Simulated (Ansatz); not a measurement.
`CC1=COC1` → 4 C• + 6 H• + O•  (atomization)

Isolated molecules relaxed with PBE0-D4/def2-TZVP in Ansatz; ΔE leaves out vibrations. CBS: MP2 limit from def2 TZ/QZ plus the TZ coupled-cluster correction, frozen cores. This one scheme is used for every species, atoms too. DFT in def2-TZVPP. B3LYP here is the variant with VWN-RPA as its local correlation; programs differ in this. No spin–orbit coupling; open shells (•) take unrestricted orbitals. Spin–orbit coupling would lower the free atoms: a little for C, O.

`CC1=COC1`:

```xyz
11

C     0.181   -1.005    1.139
C     0.098    0.043    0.105
C     0.632    1.238   -0.154
O    -0.016    1.516   -1.343
C    -0.672    0.223   -1.177
H    -0.788   -1.181    1.618
H     0.511   -1.962    0.722
H     0.890   -0.720    1.919
H     1.340    1.936    0.274
H    -1.754    0.352   -1.097
H    -0.421   -0.441   -2.008
```

| level | ΔE (kJ/mol) | difference from CCSD(T)/CBS |
| --- | --- | --- |
| PBE-D4 | 4745.1 | 165.2 |
| r2SCAN-D4 | 4608.9 | 29.0 |
| PBE0-D4 | 4640.4 | 60.5 |
| B3LYP-D4 | 4585.6 | 5.7 |
| ωB97X-V | 4594.3 | 14.4 |
| ωB97M-V | 4602.1 | 22.2 |
| B2PLYP | 4545.8 | -34.1 |
| PBE | 4726.8 | 146.9 |
| PBE0 | 4625.1 | 45.2 |
| HF/def2-TZVPP | 3295.1 | -1284.8 |
| SCS-MP2/def2-TZVPP | 4526.7 | -53.2 |
| CCSD/def2-TZVPP | 4389.4 | -190.5 |
| MP2/def2-QZVPP | 4633.9 | 54.0 |
| SCS-MP2/def2-QZVPP | 4599.9 | 20.0 |
| HF/CBS(def2) | 3300.5 | -1279.4 |
| CCSD/CBS(def2) | 4500.4 | -79.5 |
| CCSD(T)/CBS | 4579.9 | 0 |

Largest T1 diagnostic among the species: 0.013.

In def2-TZVPP, CCSD(T) changes the Hartree–Fock value by +1173.8 kJ/mol (the triples alone add +79.5 kJ/mol) and MP2 by +1273.4 kJ/mol; breaking electron pairs costs correlation energy, which Hartree–Fock lacks. The D4 term adds +29.2 kJ/mol with B3LYP and +15.3 kJ/mol with PBE0; it sums over pairs of atoms, weighted by their polarisabilities, and B3LYP, whose exchange is more repulsive, gets the larger term. From PBE to PBE0 (25 % exact exchange), in def2-TZVPP and without D4, ΔE moves by −101.7 kJ/mol: exact exchange takes away binding that semilocal exchange gives to molecules.

For atomizations the MP2-based limit and the directly extrapolated one differ by several kJ/mol either way, and by 10 to 25 for some Ge, Se and Sn compounds, so smaller differences from it don't rank the levels.
